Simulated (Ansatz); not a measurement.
Process, species as SMILES: Cl[O] (O-Cl) → ClO+ (triplet, bonded as [O]Cl) + e-
B3LYP-D3(BJ)/def2-TZVP geometries, fixed; electronic energies without zero-point terms.

Basis-set convergence of the adiabatic ionisation energy at r2SCAN with Ansatz (an electronic-structure program). Cartesian d functions, on some or all atoms, in 6-311G**, 6-311+G**; all else is spherical. Open shells are unrestricted. No added dispersion term, no relativity. Functions are those of the species that has most. Reference: the value in aug-cc-pV(5+d)Z, 10.643 eV, itself unsure by roughly 0.003 eV (its mean distance from pcseg-4, aug-pcseg-3, aug-cc-pV(Q+d)Z). Deviations are taken from unrounded values.

```tsv
basis	functions	adiabatic ionisation energy (eV)
def2-SVP	32	10.814
def2-SVPD	50	10.972
pcseg-1	32	10.859
aug-pcseg-1	50	10.857
cc-pV(D+d)Z	37	10.649
aug-cc-pV(D+d)Z	55	10.770
6-311G**	45	10.726
6-311+G**	53	10.821
pcseg-2	64	10.684
aug-pcseg-2	96	10.687
def2-TZVP	68	10.634
def2-TZVPD	86	10.657
cc-pV(T+d)Z	69	10.609
aug-cc-pV(T+d)Z	101	10.660
def2-TZVPP	73	10.634
def2-TZVPPD	91	10.658
cc-pV(Q+d)Z	119	10.623
aug-cc-pV(Q+d)Z	169	10.646
pcseg-3	124	10.640
aug-pcseg-3	174	10.646
def2-QZVPP	127	10.634
def2-QZVPPD	145	10.644
cc-pV(5+d)Z	191	10.636
aug-cc-pV(5+d)Z	263	10.643
```

What the diffuse functions change, pair by pair:
- def2-SVP to def2-SVPD: 18 more functions, deviation 0.172 to 0.329 eV
- pcseg-1 to aug-pcseg-1: 18 more functions, deviation 0.216 to 0.214 eV
- cc-pV(D+d)Z to aug-cc-pV(D+d)Z: 18 more functions, deviation 0.006 to 0.127 eV
- 6-311G** to 6-311+G**: 8 more functions, deviation 0.083 to 0.178 eV
- pcseg-2 to aug-pcseg-2: 32 more functions, deviation 0.042 to 0.044 eV
- def2-TZVP to def2-TZVPD: 18 more functions, deviation -0.009 to 0.014 eV
- cc-pV(T+d)Z to aug-cc-pV(T+d)Z: 32 more functions, deviation -0.034 to 0.017 eV
- def2-TZVPP to def2-TZVPPD: 18 more functions, deviation -0.009 to 0.015 eV
- cc-pV(Q+d)Z to aug-cc-pV(Q+d)Z: 50 more functions, deviation -0.020 to 0.003 eV
- pcseg-3 to aug-pcseg-3: 50 more functions, deviation -0.003 to 0.003 eV
- def2-QZVPP to def2-QZVPPD: 18 more functions, deviation -0.008 to 0.001 eV
- cc-pV(5+d)Z to aug-cc-pV(5+d)Z: 72 more functions, deviation -0.007 to 0.000 eV

Leaving out the reference's own pair, they bring the value nearer the reference by more than 0.003 eV in 3 of 11 pairs.
